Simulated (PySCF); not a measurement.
Molecule: SMILES C[C@@H]1C[C@H]1C#N, C$_{5}$H$_{7}$N.

Molfile (atoms numbered from 1):
```
C5H7N
     RDKit          3D

 13 13  0  0  0  0  0  0  0  0999 V2000
    1.8556    0.0326   -0.1123 C   0  0  0  0  0  0  0  0  0  0  0  0
    0.4536    0.0688    0.4284 C   0  0  2  0  0  0  0  0  0  0  0  0
   -0.5088   -1.0403    0.1689 C   0  0  0  0  0  0  0  0  0  0  0  0
   -0.7055    0.2915   -0.5218 C   0  0  1  0  0  0  0  0  0  0  0  0
   -1.7926    1.1482   -0.1360 C   0  0  0  0  0  0  0  0  0  0  0  0
   -2.6646    1.8397    0.1873 N   0  0  0  0  0  0  0  0  0  0  0  0
    2.5214   -0.5225    0.5665 H   0  0  0  0  0  0  0  0  0  0  0  0
    1.8910   -0.4641   -1.0943 H   0  0  0  0  0  0  0  0  0  0  0  0
    2.2637    1.0477   -0.2316 H   0  0  0  0  0  0  0  0  0  0  0  0
    0.3414    0.5671    1.3968 H   0  0  0  0  0  0  0  0  0  0  0  0
   -1.2227   -1.3111    0.9496 H   0  0  0  0  0  0  0  0  0  0  0  0
   -0.1864   -1.8694   -0.4666 H   0  0  0  0  0  0  0  0  0  0  0  0
   -0.4642    0.3379   -1.5887 H   0  0  0  0  0  0  0  0  0  0  0  0
  1  2  1  0
  2  3  1  0
  3  4  1  0
  4  5  1  0
  5  6  3  0
  4  2  1  0
  1  7  1  0
  1  8  1  0
  1  9  1  0
  2 10  1  1
  3 11  1  0
  3 12  1  0
  4 13  1  6
M  END
```

Spin–spin couplings on one PBE0-D3(BJ)/def2-SVP geometry, PySCF, gas phase, non-relativistic, equivalent pairs averaged (spin–dipole term only in couplings to heteroatoms); isotopes 13C, 1H; functional B3LYP.

**Question.** How do the couplings (Hz) change with the basis set? Times are CPU seconds on shared hosts with different chips, so compare them loosely. Far from the basis limit: 6-31G*, pcJ-0, 6-31G-J, def2-TZVP, cc-pVTZ.

**Answer.** 
```
basis set  functions  1J(C4,H13)  1J(C3,H11)  1J(C3,H12)  1J(C2,H10)  1J(C1,H7)  1J(C4,C5)  1J(C1,C2)  core-s
   6-31G*         98       178.8       176.4       174.2       171.3      143.3      101.7       59.9      14
    pcJ-0         99       155.8       151.5       148.1       147.1      114.8       68.8       34.5      11
  6-31G-J        100       182.3       179.4       175.5       174.0      137.4       88.8       46.6      11
def2-TZVP        228       169.7       166.3       162.7       161.9      126.2       87.7       44.7      40
  cc-pVTZ        278       158.7       156.2       153.0       151.7      118.1       81.3       35.3      46
```

The Fermi-contact term samples the wavefunction at the nucleus, which is why sets with added tight s functions (names with J) are made for couplings.
